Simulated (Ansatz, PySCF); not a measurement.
dimethylamine (C2H7N), SMILES CNC. Atoms are numbered in the order given.

```xyz
10

C      0.0241     0.2218     1.2121
N     -0.1615    -0.5583     0.0000
C      0.0241     0.2218    -1.2121
H      0.9957     0.7409     1.2649
H     -0.7579     0.9824     1.2772
H     -0.0682    -0.4248     2.0857
H      0.4703    -1.3491     0.0000
H      0.9957     0.7409    -1.2649
H     -0.0682    -0.4248    -2.0857
H     -0.7579     0.9824    -1.2772
```

The structure is a stationary point at B3LYP-D3(BJ)/def2-TZVP.

Two levels are set side by side: PBE-D3(BJ)/def2-TZVP (Ansatz, an electronic-structure program) and B3LYP-D3(BJ)/def2-TZVP (Ansatz). Each level has its own optimised geometry; the coordinates shown are those of the second. Frequencies come from the Hessian of PySCF at each geometry. Differences are taken from unrounded values.

```csv
quantity,B3LYP-D3(BJ),PBE-D3(BJ),PBE-D3(BJ) minus B3LYP-D3(BJ)
mean bond length (Å),1.166,1.173,0.008
bond C1–N2 (Å),1.453,1.456,0.003
bond N2–C3 (Å),1.453,1.456,0.003
bond C1–H4 (Å),1.103,1.112,0.010
bond C1–H5 (Å),1.093,1.101,0.009
bond C1–H6 (Å),1.091,1.099,0.008
bond N2–H7 (Å),1.012,1.021,0.009
bond C3–H8 (Å),1.103,1.112,0.010
bond C3–H9 (Å),1.091,1.099,0.008
bond C3–H10 (Å),1.093,1.101,0.009
highest harmonic wavenumber (cm⁻¹),3515,3430,-85
mean harmonic wavenumber (cm⁻¹),1684,1639,-45
zero-point energy (kcal/mol),57.78,56.22,-1.56
```

GGA bonds tend to be longer and softer than those of functionals with exact exchange. Differences between two approximate levels are no errors against the true value.
